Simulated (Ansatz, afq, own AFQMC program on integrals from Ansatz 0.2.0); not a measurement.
BNH$_{2}$, triplet in cc-pVDZ, levels against CCSDT(Q)

```xyz
4

B     0.0000    0.0000    2.2295
N     0.0000    0.0000   -1.4335
H     0.0000   -0.8409   -1.9969
H     0.0000    0.8409   -1.9969
```

Connectivity, by distances: B ··· NH2.

Basis cc-pVDZ. Only valence electrons are correlated. Integrals, coupled cluster, full CI and functionals: Ansatz 0.2.0; the random walks run on the same integrals in our own AFQMC program. The CISD trial takes its coefficients from CCSD amplitudes. Released means that phaseless walkers are propagated on without the constraint, phases kept. Uncertainties: one standard error, sampling alone.

Determinant: UHF, the one that the program's search chose, which needn't be the lowest solution. The geometry is a point of a scan.

No full CI on the walks' own integrals is used here; CCSDT(Q) serves as the reference and is uncertain by about the last step of the cluster series.

Cautions: lower spins were not checked; the released energies are still falling, so no released level is given (meV from the phaseless value at times in 1/Eh: 7 ± 11 at 0.24, 8 ± 11 at 0.51, -12 ± 10 at 0.99, -18 ± 13 at 1.62, -31 ± 16 at 2.40), though the last usable value meets CCSDT(Q) within the noise.

* T1 diagnostic: 0.0098
* weight of the determinant in the CISD state: 0.887
* ⟨S²⟩ of the determinant: 2.017
* size of the correlated space: 10 electrons in 36 orbitals

Reference: CCSDT(Q), correlation energy -6.126 eV.

| level | E − E(reference) (meV) | share of correlation (%) |
| --- | --- | --- |
| HF | 6125.7 | 0.00 |
| MP2 | 1238.8 | 79.78 |
| CCSD | 118.0 | 98.07 |
| CCSD(T) | 25.2 | 99.59 |
| CCSDT | 6.0 | 99.90 |
| ph-AFQMC/CISD | 17.2 ± 10.4 | 99.72 |

A walk keeps the symmetry of its determinant, which the program's search chose and which needn't be the lowest solution, so a lower state of the same spin and another symmetry isn't excluded.
